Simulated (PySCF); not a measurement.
# BF+: bond curves at several levels of theory

Aim: find the lowest electronic state of BF+, scan its bond at several levels of theory, and get bond length, wavenumber and dissociation energy from each curve.

Method: B aug-pcseg-1, F aug-pcseg-1, no relativity; program: PySCF 2.14.0.

## 1. The job

Settings of the job:

```
atoms                         : B, F
charge                        : 1
basis                         : B aug-pcseg-1, F aug-pcseg-1
Hamiltonian                   : no relativity
basis functions               : 46
electrons treated             : 13
masses in u                   : 11.0093, 18.9984
levels                        : PBE0, PBE, r²SCAN, revPBE, PBEsol, B3LYP, CAM-B3LYP, HF, MP2, SCS-MP2, CCSD, CCSD(T)
grid                          : 80 radial by 434 angular points
occupations                   : held fixed by the projection of orbital angular momentum
dissociation limit            : B+ + F, each in its ground configuration
starting distance in angstrom : 1.530
values of 2S to try           : 1, 3
```

Started as:

```
> OMP_NUM_THREADS=1 python dia.py task.json out
```

Further steps of the session: The PBE0 curve of the state that the search chose; Higher solutions at PBE0; PBE (GGA); r²SCAN; revPBE; PBEsol; B3LYP (global hybrid GGA); CAM-B3LYP; UHF; Correlated methods on the Hartree–Fock reference.

What does the calculation give? Wanted: for each run, Re; ωe; De; μ.

The runs gave:

Lowest PBE0 solution found, without spin–orbit coupling: ²Σ⁺ (doublet), unpaired electrons σ ↑. State 2 has its PBE0 minimum 8.06 eV higher. The other levels ran on the lowest alone.

| level | Re (Å) | ωe (cm⁻¹) | De (eV) | μ (D) |
| --- | --- | --- | --- | --- |
| UHF | 1.208 | 1750 | 3.88 | -3.75 |
| UHF-MP2 | 1.232 | 1643 | 5.27 | n/a |
| UHF-SCS-MP2 | 1.231 | 1645 | 4.91 | n/a |
| UHF-CCSD | 1.228 | 1654 | 4.32 | n/a |
| UHF-CCSD(T) | 1.232 | 1633 | 4.43 | n/a |
| PBE | 1.235 | 1602 | 5.67 | -3.32 |
| PBEsol | 1.232 | 1615 | 6.01 | -3.32 |
| revPBE | 1.239 | 1585 | 5.38 | -3.34 |
| r²SCAN | 1.226 | 1646 | 5.69 | -3.42 |
| B3LYP | 1.225 | 1651 | 5.24 | -3.46 |
| PBE0 | 1.222 | 1667 | 5.32 | -3.44 |
| CAM-B3LYP | 1.221 | 1674 | 5.30 | -3.47 |

De is counted to B+ + F in their ground configurations. A positive dipole points from B to F; in an ion it is taken about the centre of mass and does not tell which atom is negative.

Differences from CCSD(T) in the same basis:

| level | Re (mÅ) | ωe (%) |
| --- | --- | --- |
| UHF | -24 | +7.2 |
| UHF-MP2 | 0 | +0.7 |
| UHF-SCS-MP2 | -1 | +0.8 |
| UHF-CCSD | -4 | +1.3 |
| PBE | +3 | -1.9 |
| PBEsol | +1 | -1.1 |
| revPBE | +7 | -2.9 |
| r²SCAN | -5 | +0.8 |
| B3LYP | -7 | +1.1 |
| PBE0 | -9 | +2.1 |
| CAM-B3LYP | -10 | +2.5 |

What this shows: Against CCSD(T) in the same basis, the bond length is nearest at UHF-MP2 (0 mÅ) and farthest at UHF (-24 mÅ); the wavenumber is nearest at UHF-MP2 (+0.7 %) and farthest at UHF (+7.2 %). Hartree–Fock falls on the short and stiff side, its usual fault. PBE has the long and soft bond that GGAs tend to give. CCSD(T) in a basis this small is itself some way from its limit, more so than the functionals. Of the levels with a De here, UHF gives the least (3.88 eV) and PBEsol the most (6.01 eV).

Correlated steps freeze 2 core orbitals.
